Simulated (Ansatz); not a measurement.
# BSiCl (singlet): wave-function methods side by side at a displaced geometry (v2), cc-pVDZ

The task here is to estimate one member of a computed series from the others.

Program: Ansatz 0.2.0, Gaussian basis. Level of theory: cc-pVDZ, core rule «outside noble gas», up to 11 orbitals frozen. These are calculated values, not measurements.

Plan: UHF; CCSD(T) on RHF; BCCD(T) on RHF; CISD; CCSDT(Q) on RHF; CCSDT(Q) on UHF.

27 further runs of the same task are left out: 1 for a known fault of the program, 16 that didn't finish, 10 set aside as unsound or not needed.

**The geometry**

The geometry is a PBE0/def2-TZVP stationary point (not a proven minimum) with its atoms shifted at random (size 0.100 Å).

3 atoms, charge 0, spin multiplicity 1.

Atoms are counted from 1 here; the program's logs count them from 0.

Bond lengths: Cl1–B2 1.682 Å, B2–Si3 1.906 Å. Angles: Cl1–B2–Si3 172.0°.

The first run:

File in.yaml:

```yaml
crystal:
  periodic: [false, false, false]
  atoms:
    - {symbol: Cl, position_ang: [0.084376, 0.005225, 1.750627]}
    - {symbol: B, position_ang: [-0.080498, 0.013599, 0.076857]}
    - {symbol: Si, position_ang: [-0.003878, -0.018825, -1.827484]}
basis:
  gaussian: {orbitals: cc-pVDZ}
magnetization: {spin_polarized: true, initial_magnetization: 0}
hamiltonian: {xc: hf}
output: {orbitals: {seedname: orbitals}}
```

Command:

```console
> ansatz run in.yaml --threads 1 --pin off --events-out ev --progress --plain --max-ram 2393MiB
```

Among the steps run: UHF; CCSD(T) on RHF; BCCD(T) on RHF; CISD; CCSDT(Q) on RHF; CCSDT(Q) on UHF.

One table of the session follows, with a row left open; its other results are not shown here.

It belongs to the step «Misses and costs». 

| method | from RCCSDT(Q) (meV) |
| --- | --- |
| RHF | +9089.2 |
| RMP2 | +1553.8 |
| CISD | ? |
| RCCSD | +506.6 |
| RCCSD(T) | +167.5 |
| BCCD(T) | +165.0 |
| RCCSDT | +80.2 |
| RCCSDT(Q) | 0 |

Q: Estimate the row for CISD from the others.

As computed: from RCCSDT(Q) (meV): +1521.2. In the column «from RCCSDT(Q) (meV)» it lies between RCCSD (+506.6) and RMP2 (+1553.8).

Not comparable, so not listed: CCSDT(Q) on UHF (they don't share determinant, frozen orbitals or solution with the rows shown, or repeat one).

The program flags RCCSDT(Q) as in doubt (see the logs), so the zero of the table is itself unsure.

Limits of these values: The report flags that the cluster equations may have other roots. The program flags RCCSDT(Q) as in doubt, so the zero of the table is itself unsure.
